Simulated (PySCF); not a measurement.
**Converging AlN⁺ in the basis (PBE0)**

PySCF, UKS reference; quartet, unpaired electrons σ ↑, π ↑↑; De to Al⁺ + N without counterpoise correction.

```csv
basis,relativity,functions,Re (Å),ωe (cm⁻¹),De (eV),μ (D)
pcseg-1,no relativity,32,2.151,224,0.26,-2.84
aug-cc-pV(D+d)Z/aug-cc-pVDZ,no relativity,55,2.107,275,0.35,-2.65
def2-TZVP,no relativity,68,2.044,336,0.39,-2.70
def2-TZVPPD,no relativity,85,2.043,336,0.40,-2.69
```

(1) How does each smaller set differ from the one with most functions, def2-TZVPPD?

A positive dipole points towards N; it is taken about the centre of mass and depends on that origin. The bond is weak. Basis-set superposition, not corrected here, can be much of De in a small basis, most of all at correlated wavefunction levels. For an ion De counts to the pair picked by the measured ionisation energies or electron affinities, which need not be the lowest pair at this level. The state was picked by a PBE0 search and need not be the measured ground state.

## Answers

(1) pcseg-1: +10.8 pm, -33.3 % in ωe, -0.14 eV in De; aug-cc-pV(D+d)Z/aug-cc-pVDZ: +6.4 pm, -18.2 % in ωe, -0.05 eV in De; def2-TZVP: +0.1 pm, +0.0 % in ωe, -0.01 eV in De. All at PBE0; the set with most functions is neither the basis-set limit nor always the best.
